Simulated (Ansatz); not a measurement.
**Litharge PbO**

Calculation: HSE06 in Ansatz (plane waves, PAW).

Numerical settings: plane-wave cutoff 460 eV, 6×6×6 k mesh, Fermi–Dirac smearing 0.01 eV, scalar-relativistic PAW data made under PBE.

Cell (relaxed at this level):

PbO is taken in the tetragonal space group P4/nmm, origin choice 1 (No. 129), Pearson symbol tP4. Lattice parameters: a = b = 3.980 Å, c = 5.610 Å, α = β = γ = 90.00°. Pb on 2c has 4 O at 2.314 Å. O on 2a is coordinated by 4 Pb at 2.314 Å (tetrahedral). (Neighbours: up to the widest gap in distance over summed covalent radii, below 1.35, at either atom; cation-cation and far metal-metal contacts left out.)

```json
{
 "band_gap": "2.57 eV",
 "smallest_direct_gap_on_the_k_points_sampled": "2.82 eV"
}
```

Note: the cell comes from a level without a dispersion term, which matters for the spacing of layers, chains or molecules; the cell has widely spaced layers and the level no dispersion term, so their spacing and the moduli can rest on weak binding.

Spin–orbit coupling is not included; with these elements it can move the gap by several tenths of an eV or more.

Computed values are for the static lattice.

Cost on a shared machine: about 90 core-minutes (a rough figure).

Ansatz is a program for electronic structure.
